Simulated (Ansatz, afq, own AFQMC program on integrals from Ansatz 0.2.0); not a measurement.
## Where AFQMC and coupled cluster stand for Cl, doublet

A free Cl atom.

Basis def2-TZVP. Noble-gas cores (and the filled d shells of Ga–Kr and In–Xe) are frozen. Integrals, coupled cluster, full CI and functionals: Ansatz 0.2.0; the random walks run on the same integrals in our own AFQMC program. ph-AFQMC/CISD is guided by a CISD state made of CCSD amplitudes; releasing the constraint for a short imaginary time cuts its bias at the price of noise, slowly where states lie close. ± is one standard error of the sampling.

Determinant: UHF, the one that the program's search chose, which needn't be the lowest solution.

No full CI on the walks' own integrals is used here; CCSDTQ serves as the reference and is uncertain by about the last step of the cluster series.

- T1 diagnostic: 0.0072
- weight of the determinant in the CISD state: 0.929
- ⟨S²⟩ of the determinant: 0.760
- size of the correlated space: 7 electrons in 32 orbitals

| level | correlation energy (eV) |
| --- | --- |
| MP2 | -4.2262 |
| CCSD | -4.8846 |
| CCSD(T) | -5.0393 |

Question: Estimate where phaseless AFQMC with a CISD trial lies against CCSD(T) on the same integrals.

Answer: 1.5 ± 0.2 kJ/mol below CCSD(T).

Reference: CCSDTQ, correlation energy -5.063 eV. The released energy is read at 1.00 1/Eh, later times being too noisy (meV from the phaseless value at times in 1/Eh: -0.2 ± 1.5 at 0.24, -4.4 ± 1.1 at 0.50, -6.1 ± 1.0 at 1.00, -2 ± 5 at 1.50).

```tsv
level	E − E(reference) (kJ/mol)	share of correlation (%)
CCSD(T)	2.2	99.54
CCSDT	0.4	99.91
CCSDT(Q)	0.0	100.00
ph-AFQMC/HF	10.7 ± 1.2	97.81
ph-AFQMC/CISD	0.7 ± 0.2	99.85
released AFQMC	0.1 ± 0.09	99.97
```

CCSDT and higher add their correlation energy to the determinant of the CCSD(T) run, since their own runs factorise the integrals more tightly (a shift of under 2 meV). A walk keeps the symmetry of its determinant, which the program's search chose and which needn't be the lowest solution, so a lower state of the same spin and another symmetry isn't excluded. Released energies are given only where the last usable release times agree within the noise; a slower fall can still hide under it.
